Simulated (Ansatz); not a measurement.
**H₂O, singlet: from triple and quadruple zeta to the limit**

```yaml
atoms:
  - { symbol: O, position_ang: [-0.3102, 0.2052, -0.1441] }
  - { symbol: H, position_ang: [0.4673, 0.5396, 0.3147] }
  - { symbol: H, position_ang: [-0.1570, -0.7448, -0.1706] }
```

Ansatz 0.2.0, RHF determinant, valence electrons correlated. Energies in eV.

| set | X | functions | Hartree–Fock | MP2 correlation | CCSD(T) correlation | time |
| --- | --- | --- | --- | --- | --- | --- |
| def2-TZVPP | 3 | 59 | -2069.7515 | -7.1166 | -7.4845 | 1.3 s on 1 × NVIDIA H100 80GB HBM3 with 1 thread of AMD EPYC 7R13 Processor (Zen 3) (shared host) |
| def2-QZVPP | 4 | 117 | -2069.8671 | -7.7029 | -8.0306 | 1.4 s on 1 × NVIDIA H100 80GB HBM3 with 1 thread of AMD EPYC 7R13 Processor (Zen 3), with other jobs on the host |

Hartree–Fock is taken to follow E(X) = E∞ + A·exp(−7.88·√X), correlation E(X) = E∞ + B·X^−2.97.

Problem. Work out the CCSD(T) energy at the limit, and how far the shortcut misses it that extrapolates MP2 and adds CCSD(T) minus MP2 from the smaller set.

Solution. Hartree–Fock: E∞ = E4 + 0.1377·(E4 − E3) = -2069.8830. Correlation: E∞ = E4 + 0.7407·(E4 − E3) = -8.4351 for CCSD(T) and -8.1371 for MP2. The limit is -2078.3181 eV, 0.420 eV below def2-QZVPP. The shortcut gives a correlation energy of -8.1371 + (-0.3679) = -8.5050, 70 meV lower than the direct value.
